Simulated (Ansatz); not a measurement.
A nudged elastic band was laid between two geometries of CH6Si + H3N (12 atoms, charge 0, multiplicity 1).

These are results of RKS PBE/6-31G* in Ansatz, not measurements.

```yaml
movable_images: 3
climbing_image: no
spring: 5.0 eV/Å²
optimiser: quadratic models (default)
start_path: through a guess of the saddle point
force_threshold: 0.03 eV/Å
iteration_limit: 60
end_points: relaxed
```

Image 0:

```xyz
12
Properties=species:S:1:pos:R:3
Si 0.411 0.045 0.190
C 0.514 -0.050 2.078
H -0.488 0.035 2.531
H 0.955 -1.009 2.399
H 1.141 0.764 2.479
H 1.780 -0.070 -0.418
H -0.183 1.349 -0.259
H -0.432 -1.068 -0.365
N -3.273 0.417 1.020
H -2.976 -0.249 0.296
H -2.766 1.287 0.815
H -2.876 0.064 1.899
```

Image 4:

```xyz
12
Properties=species:S:1:pos:R:3
Si -0.746 0.274 -1.144
C -0.005 -0.126 3.420
H -0.795 -0.215 4.182
H 0.600 -1.045 3.410
H 0.640 0.733 3.660
H 0.673 0.092 -0.655
H -0.774 1.540 -1.947
H -1.061 -0.903 -2.018
N -2.015 0.385 0.056
H -2.227 -0.450 0.604
H -2.026 1.205 0.666
H -0.460 0.024 2.428
```

(1) What changes between the two ends?

(2) Give the energies along the band, and the barrier.

(3) What is the geometry of the highest image?

## Answers

(1) Bonds broken: Si1–C2, N9–H12. Bonds formed: Si1–N9, C2–H12. CH6Si + H3N becomes CH4 + H5NSi.

(2) It converged. The highest image is number 2 of 0 to 4, 14.7 kcal/mol above the first end and 24.7 kcal/mol above the last; the last end lies 9.9 kcal/mol below the first. No image climbed, so the highest image needn't sit at the top of the path. A band with more images between the same ends climbed to 2.02 eV, so this one has probably stepped over the top. So few images can step over the top or miss a turn of the path. The orbitals stay closed-shell, which can raise the energy where a bond breaks towards radicals; this wasn't checked here.

| image | path coordinate (Å) | energy (kcal/mol) | Si1–C2 (Å) | N9–H12 (Å) | Si1–N9 (Å) |
| --- | --- | --- | --- | --- | --- |
| 0 | 0.00 | 0.0 | 1.89 | 1.03 | 3.79 |
| 1 | 1.75 | 11.6 | 1.98 | 1.03 | 2.28 |
| 2 | 3.50 | 14.7 | 2.85 | 1.91 | 1.78 |
| 3 | 5.25 | -9.5 | 3.92 | 2.76 | 1.75 |
| 4 | 7.00 | -9.9 | 4.64 | 2.86 | 1.75 |

(3) 
```xyz
12
Properties=species:S:1:pos:R:3:forces:R:3
Si -0.473 0.187 -0.238 -0.44 0.08 -0.54
C -0.051 -0.037 2.570 -0.22 -0.04 0.51
H -0.375 0.087 3.601 0.24 -0.04 0.76
H 0.517 -0.973 2.440 -0.18 0.00 0.14
H 0.625 0.797 2.306 -0.31 0.02 0.01
H 0.914 -0.183 0.278 -0.59 -0.03 0.29
H -0.211 1.587 -0.685 0.00 0.12 -0.41
H -0.680 -0.946 -1.178 -0.05 0.03 -0.58
N -2.102 0.290 0.470 0.16 0.04 -0.38
H -2.820 -0.405 0.275 0.13 -0.06 -0.08
H -2.508 1.162 0.811 0.19 -0.06 -0.04
H -1.030 -0.051 2.014 1.07 -0.03 0.33
```

Time of the run: 2.5 min on 1 thread of Arm Neoverse V1, on a shared host, peak memory 0.11 GiB.
